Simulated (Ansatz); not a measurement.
# Si₃H+ (triplet): wave-function methods side by side, cc-pVDZ

One table from this session's results is given with a row withheld; the runs are named, their logs left out.

The runs use Ansatz 0.2.0, Gaussian basis; cc-pVDZ, core rule «outside noble gas», up to 15 orbitals frozen.

Plan: UHF; CCSD(T) on ROHF; CCSD(T) on UHF; BCCD(T) on ROHF; CISD; CASSCF and MRCISD+Q, 10 electrons in 10 orbitals; CASSCF and NEVPT2, 10 electrons in 10 orbitals.

33 further runs of the same task are left out: 23 that didn't finish, 10 set aside as unsound or not needed.

## What is computed

The geometry is a PBE0/def2-TZVP stationary point (not a proven minimum) of the parent state, kept for this charge and spin.

4 atoms, charge 1, spin multiplicity 3.

Atoms are counted from 1 here; the program's logs count them from 0.

Bond lengths: Si1–Si2 2.280 Å, Si2–Si3 2.280 Å, Si2–H4 1.550 Å. Angles: Si1–Si2–Si3 164.3°, Si1–Si2–H4 82.1°, Si3–Si2–H4 82.1°.

The first run:

in.yaml reads:

```yaml
crystal:
  periodic: [false, false, false]
  atoms:
    - {symbol: Si, position_ang: [0.000000, 0.088052, 2.258518]}
    - {symbol: Si, position_ang: [0.000000, -0.223700, 0.000000]}
    - {symbol: Si, position_ang: [0.000000, 0.088052, -2.258518]}
    - {symbol: H, position_ang: [0.000000, 1.326212, 0.000000]}
basis:
  gaussian: {orbitals: cc-pVDZ}
total_charge: 1
magnetization: {spin_polarized: true, initial_magnetization: 2}
hamiltonian: {xc: hf}
output: {orbitals: {seedname: orbitals}}
```

Command:

```bash
$ ansatz run in.yaml --threads 1 --pin off --events-out ev --progress --plain --max-ram 2393MiB
```

Among the steps run: UHF; CCSD(T) on ROHF; CCSD(T) on UHF; BCCD(T) on ROHF; CISD; CASSCF and MRCISD+Q, 10 electrons in 10 orbitals; CASSCF and NEVPT2, 10 electrons in 10 orbitals.

One of the session's tables, all rows but one given; the rest of the session is left out.

It belongs to the step «Misses and costs». 

```
           method  from RCCSD(T) (meV)
             ROHF              +7264.7
              UHF              +7090.3
             RMP2              +1691.4
             UMP2                    ?
             CISD              +1151.4
            RCCSD               +322.5
            UCCSD               +316.8
         RCCSD(T)                    0
         UCCSD(T)                 +1.1
          BCCD(T)                 -1.6
  CASSCF frontier              +5440.7
  NEVPT2 frontier              +1323.5
  MRCISD frontier               +619.5
MRCISD+Q frontier                +13.2
```

**Question.** Estimate the row for UMP2.

As computed: from RCCSD(T) (meV): +1730.5. In the column «from RCCSD(T) (meV)» it lies between RMP2 (+1691.4) and CASSCF frontier (+5440.7).

Limits of these values: Restricted and unrestricted rows rest on different reference determinants; where their highest levels disagree by more than a few hundredths of an eV, they describe different states and don't form one ladder.
